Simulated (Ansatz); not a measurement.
Born–Oppenheimer molecular dynamics of C₄H₉NO (15 atoms, charge 0, multiplicity 1). It starts from a relaxed structure.

Computed with UKS B3LYP-D4/STO-3G (Ansatz 0.2.0).

| Item | Value |
| --- | --- |
| ensemble | NVE (velocity Verlet) |
| time step | 0.25 fs |
| steps asked | 115 |
| starting velocities drawn for | 1000 K |
| seed | 361010 |

First frame:

```xyz
15
Properties=species:S:1:pos:R:3
C -0.388 -0.376 1.773
C 0.077 -0.202 0.323
C 1.234 -1.091 -0.139
C -0.539 0.705 -0.478
N -0.132 1.142 -1.829
O -1.667 1.434 -0.014
H 0.459 -0.275 2.473
H -0.832 -1.374 1.933
H -1.145 0.385 2.020
H 1.409 -1.020 -1.224
H 2.175 -0.821 0.375
H 1.026 -2.148 0.098
H 0.805 0.707 -2.041
H -0.792 0.697 -2.528
H -1.711 2.186 -0.712
```

(1) What does the run give?

(2) What happens to the structure?

(3) How do temperature and energy run in time?

## Answers

(1) All steps were run.

- steps done: 115
- time covered: 28.75 fs
- mean temperature over the second half: 434 K
- spread of the potential energy over the second half: 7.4 meV per atom
- mean potential energy of the second half above the start: 63.5 meV per atom

The conserved energy stayed within 0.17 meV per atom of its start (net change 0.094 meV per atom), so the integration is sound. A run of 0.029 ps of so small a system gives no equilibrium averages. Limits of this set-up: minimal basis.

(2) The same pairs are bonded in the first frame and the last. Pairs count as bonded within 1.25 times the sum of covalent radii (0.12 Å more for H–H). The details hang on the random start.

(3) 
```json
{"time (fs)": "0.0", "T (K)": "1000", "potential energy less start (eV)": "0.000", "conserved less start (meV/atom)": "0.00"}
{"time (fs)": "1.2", "T (K)": "848", "potential energy less start (eV)": "0.257", "conserved less start (meV/atom)": "0.08"}
{"time (fs)": "2.5", "T (K)": "664", "potential energy less start (eV)": "0.567", "conserved less start (meV/atom)": "0.16"}
{"time (fs)": "3.8", "T (K)": "657", "potential energy less start (eV)": "0.576", "conserved less start (meV/atom)": "0.05"}
{"time (fs)": "5.0", "T (K)": "548", "potential energy less start (eV)": "0.761", "conserved less start (meV/atom)": "0.08"}
{"time (fs)": "6.2", "T (K)": "389", "potential energy less start (eV)": "1.029", "conserved less start (meV/atom)": "0.16"}
{"time (fs)": "7.5", "T (K)": "401", "potential energy less start (eV)": "1.009", "conserved less start (meV/atom)": "0.15"}
{"time (fs)": "8.8", "T (K)": "576", "potential energy less start (eV)": "0.714", "conserved less start (meV/atom)": "0.08"}
{"time (fs)": "10.0", "T (K)": "679", "potential energy less start (eV)": "0.540", "conserved less start (meV/atom)": "0.03"}
{"time (fs)": "11.2", "T (K)": "586", "potential energy less start (eV)": "0.697", "conserved less start (meV/atom)": "0.10"}
{"time (fs)": "12.5", "T (K)": "514", "potential energy less start (eV)": "0.819", "conserved less start (meV/atom)": "0.13"}
{"time (fs)": "13.8", "T (K)": "525", "potential energy less start (eV)": "0.799", "conserved less start (meV/atom)": "0.06"}
{"time (fs)": "15.0", "T (K)": "434", "potential energy less start (eV)": "0.953", "conserved less start (meV/atom)": "0.09"}
{"time (fs)": "16.2", "T (K)": "322", "potential energy less start (eV)": "1.142", "conserved less start (meV/atom)": "0.15"}
{"time (fs)": "17.5", "T (K)": "344", "potential energy less start (eV)": "1.104", "conserved less start (meV/atom)": "0.13"}
{"time (fs)": "18.8", "T (K)": "469", "potential energy less start (eV)": "0.894", "conserved less start (meV/atom)": "0.08"}
{"time (fs)": "20.0", "T (K)": "547", "potential energy less start (eV)": "0.762", "conserved less start (meV/atom)": "0.06"}
{"time (fs)": "21.2", "T (K)": "508", "potential energy less start (eV)": "0.829", "conserved less start (meV/atom)": "0.09"}
{"time (fs)": "22.5", "T (K)": "460", "potential energy less start (eV)": "0.910", "conserved less start (meV/atom)": "0.12"}
{"time (fs)": "23.8", "T (K)": "471", "potential energy less start (eV)": "0.891", "conserved less start (meV/atom)": "0.07"}
{"time (fs)": "25.0", "T (K)": "417", "potential energy less start (eV)": "0.981", "conserved less start (meV/atom)": "0.10"}
{"time (fs)": "26.2", "T (K)": "365", "potential energy less start (eV)": "1.069", "conserved less start (meV/atom)": "0.13"}
{"time (fs)": "27.5", "T (K)": "407", "potential energy less start (eV)": "0.999", "conserved less start (meV/atom)": "0.11"}
{"time (fs)": "28.8", "T (K)": "498", "potential energy less start (eV)": "0.846", "conserved less start (meV/atom)": "0.09"}
```

The run took 7.2 min on 1 thread of Intel(R) Xeon(R) Platinum 8375C CPU @ 2.90GHz (Ice Lake), with other jobs on the host, peak memory 0.17 GiB.
